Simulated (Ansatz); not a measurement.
A run of Ansatz (development build ahead of 0.2.0) on singlet H₂S at this shape:

```xyz
3

S     0.0000    0.0000   -0.1123
H     0.0000    1.0493    0.8987
H     0.0000   -1.0493    0.8987
```

Its results:

```json
{"Converged": "yes", "Reference energy": "-398.69205 hartree", "Correlation energy": "-0.18374 hartree", "Total energy": "-398.87579 hartree", "Spin squared of the determinant": "0.000"}
```

Task: Which input gives this output? Name the method, the orbitals and the basis set, and write the input.

Result: RHF-MP2 in def2-TZVP. An unrestricted run that stays on the closed shell gives the same numbers.

```yaml
crystal:
  periodic: [false, false, false]
  atoms:
    - { symbol: S, position_ang: [0.0, 0.0, -0.11234] }
    - { symbol: H, position_ang: [0.0, 1.04925, 0.89872] }
    - { symbol: H, position_ang: [0.0, -1.04925, 0.89872] }
basis:
  gaussian: { orbitals: def2-TZVP }
hamiltonian:
  xc: hf
correlation:
  method: mp2
  frozen_orbitals: { H: 0, S: 5 }
```
